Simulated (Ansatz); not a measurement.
Isolated molecules relaxed with PBE0-D4/def2-TZVP in Ansatz; ΔE leaves out vibrations. CBS: MP2 limit from def2 TZ/QZ plus the TZ coupled-cluster correction, frozen cores. DFT in def2-TZVPP. B3LYP here is the variant with VWN-RPA as its local correlation; programs differ in this. One conformer a species, not always the lowest.

Consider the ligand exchange at a P–S bond: `CC(O)SP` + `N=C(F)F` → `FC(F)=NP` + `CC(O)S`.

| level | ΔE (kJ/mol) | difference from CCSD(T)/CBS |
| --- | --- | --- |
| PBE-D4 | 55.7 | 4.9 |
| BLYP-D4 | 49.1 | -1.7 |
| PBE0-D4 | 54.4 | 3.6 |
| B3LYP-D4 | 48.0 | -2.8 |
| r2SCANh-D4 | 53.6 | 2.8 |
| r2SCAN0-D4 | 53.1 | 2.3 |
| BHLYP-D4 | 46.2 | -4.6 |
| ωB97X-V | 46.3 | -4.5 |
| PBE-QIDH | 51.4 | 0.6 |
| revPBE | 52.6 | 1.8 |
| BHLYP | 41.5 | -9.3 |
| CAM-B3LYP | 39.6 | -11.2 |
| RPA@PBE/def2-TZVPP | 43.4 | -7.4 |
| CCSD(T)/def2-SVP | 44.8 | -6.0 |
| MP2/def2-TZVPP | 50.1 | -0.7 |
| SCS-MP2/def2-TZVPP | 45.3 | -5.5 |
| CCSD(T)/CBS | 50.8 | 0 |

(1) What do rigid-rotor, harmonic-oscillator terms from PBE0-D4/def2-TZVP frequencies (298.15 K, 1 bar) make of the CCSD(T)/CBS value? (Estimate.)

Largest T1 diagnostic among the species: 0.014.

## Answers

(1) Computed: ΔZPE = -7.7 kJ/mol, ΔH = +43.8 kJ/mol, ΔS = 5 J/(mol·K), ΔG = +42.3 kJ/mol.

At CCSD(T), def2-SVP lies −6.0 kJ/mol from the extrapolated value and def2-TZVPP −3.0 kJ/mol. In def2-TZVPP, CCSD(T) changes the Hartree–Fock value by +9.3 kJ/mol (the triples alone add +2.7 kJ/mol) and MP2 by +11.6 kJ/mol.

CCSD(T)/CBS has its own doubt, a few kJ/mol and more with outer-core shells, so smaller differences from it don't rank the levels.
